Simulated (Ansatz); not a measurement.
# Molecular dynamics of CH$_{3}$AlF

Input:

```yaml
crystal:
  periodic: [false, false, false]
  atoms:
    - { symbol: F, position_ang: [-0.497467, -1.572005, 0.858727] }
    - { symbol: C, position_ang: [-0.265494, -0.742163, -0.164079] }
    - { symbol: Al, position_ang: [-0.110772, 1.181422, -0.196615] }
    - { symbol: H, position_ang: [0.028174, -1.335578, -1.061997] }
    - { symbol: H, position_ang: [1.286555, 0.255235, -0.420531] }
    - { symbol: H, position_ang: [-0.440995, 2.213101, 0.984495] }
magnetization:
  spin_polarized: true
  initial_magnetization: 1
basis:
  gaussian: { orbitals: def2-SVP }
hamiltonian:
  xc: pbe
  dispersion: d4
md:
  timestep: 0.5
  n_steps: 200
  ensemble: nve
  temperature: 100.0
  initial_velocities: maxwell_boltzmann
  seed: 8886
```

Run as:

```bash
$ ansatz run input.yaml --threads 1 --pin off --max-ram 2048MiB --backend cpu --events-out ev --progress --plain --runs-dir out
```

It starts at the highest image of a converged band, a first-order saddle point between two minima.

Output, in part (step lines, the closing report, with atoms numbered from 0):

```
md step     0: t =     0.00 fs  T =   100.0 K  F+E_penalty+E_count = -10383.30322451 eV  E_kin = 0.051704 eV  conserved = -10383.25152051 eV  (30 SCF iters)
md step     1: t =     0.50 fs  T =    97.3 K  F+E_penalty+E_count = -10383.30181243 eV  E_kin = 0.050307 eV  conserved = -10383.25150578 eV  (34 SCF iters)
md step     2: t =     1.00 fs  T =    90.1 K  F+E_penalty+E_count = -10383.29803834 eV  E_kin = 0.046586 eV  conserved = -10383.25145219 eV  (34 SCF iters)
md step     3: t =     1.50 fs  T =    80.1 K  F+E_penalty+E_count = -10383.29276695 eV  E_kin = 0.041393 eV  conserved = -10383.25137377 eV  (27 SCF iters)
md step     4: t =     2.00 fs  T =    69.5 K  F+E_penalty+E_count = -10383.28724019 eV  E_kin = 0.035945 eV  conserved = -10383.25129515 eV  (27 SCF iters)
md step     5: t =     2.50 fs  T =    60.8 K  F+E_penalty+E_count = -10383.28269326 eV  E_kin = 0.031451 eV  conserved = -10383.25124254 eV  (28 SCF iters)
md step     6: t =     3.00 fs  T =    55.5 K  F+E_penalty+E_count = -10383.27995216 eV  E_kin = 0.028720 eV  conserved = -10383.25123209 eV  (28 SCF iters)
md step     7: t =     3.50 fs  T =    54.0 K  F+E_penalty+E_count = -10383.27918625 eV  E_kin = 0.027924 eV  conserved = -10383.25126250 eV  (28 SCF iters)
[... lines left out ...]
Total energy: -10384.07721753 eV, -381.6077991639 hartree
Atom 0 at    -0.720863    -1.371231     0.823079 Å, force     0.433529    -0.172825    -0.513761 eV/Å
Atom 1 at    -0.027963    -0.873775    -0.262102 Å, force     0.038512    -0.014312     0.888294 eV/Å
Atom 2 at    -0.022116     1.082286    -0.116206 Å, force    -0.576330    -0.543368     0.478865 eV/Å
Atom 3 at     0.540613    -1.682041    -0.778293 Å, force    -0.275170     0.028690    -0.024725 eV/Å
Atom 4 at    -0.510048     1.688785    -1.489546 Å, force     0.229429     0.594966    -0.164060 eV/Å
Atom 5 at    -0.149775     1.563775     1.457356 Å, force     0.150031     0.106850    -0.664613 eV/Å
Dipole moment:     0.283546     0.043519    -0.157880 e Å
```

The steps, from the saved trajectory:

```tsv
time (fs)	T (K)	potential energy less start (eV)	conserved less start (meV/atom)
0.0	100	0.000	0.00
3.0	56	0.023	0.05
6.0	60	0.021	0.02
9.0	70	0.015	0.04
12.0	101	0.000	0.02
15.0	147	-0.024	0.05
18.0	313	-0.110	0.05
21.0	606	-0.261	0.05
24.0	1038	-0.485	0.03
27.0	1513	-0.731	-0.05
30.0	1702	-0.829	-0.04
33.0	1648	-0.801	-0.03
36.0	1513	-0.731	0.01
39.0	1444	-0.695	-0.04
42.0	1273	-0.607	0.00
45.0	1102	-0.518	0.02
48.0	1062	-0.497	0.02
51.0	1112	-0.524	-0.01
54.0	1128	-0.531	0.02
57.0	1214	-0.576	-0.01
60.0	1271	-0.606	0.00
63.0	1310	-0.626	0.04
66.0	1512	-0.730	-0.01
69.0	1690	-0.822	-0.03
72.0	1723	-0.840	-0.04
75.0	1596	-0.774	-0.04
78.0	1261	-0.601	-0.08
81.0	634	-0.276	0.07
84.0	353	-0.130	0.06
87.0	560	-0.237	0.03
90.0	1007	-0.469	-0.02
93.0	1460	-0.703	-0.03
96.0	1767	-0.862	-0.07
99.0	1697	-0.826	-0.06
```

All steps were run. The conserved energy stayed within 0.083 meV per atom of its start (net change -0.044 meV per atom), so the integration is sound. The kinetic energy rose, since the run started high on the potential surface and went downhill. A run of 0.1 ps of so small a system gives no equilibrium averages.

Between its relaxed ends the band would form C2–H5 and break Al3–H5. These pairs go: C2–H5 1.86 → 2.88 Å, Al3–H5 1.69 → 1.58 Å. In the last frame they stand as before the step (other bonds may differ from the relaxed reactants and products). It ends as one piece, CH3AlF. Pairs count as bonded within 1.25 times the sum of covalent radii (0.12 Å more for H–H).

Last frame:

```xyz
6
Properties=species:S:1:pos:R:3
F -0.721 -1.371 0.823
C -0.028 -0.874 -0.262
Al -0.022 1.082 -0.116
H 0.541 -1.682 -0.778
H -0.510 1.689 -1.490
H -0.150 1.564 1.457
```

Time of the run: 6.7 min on 1 thread of Arm Neoverse V1, with other jobs on the host, peak memory 0.12 GiB.
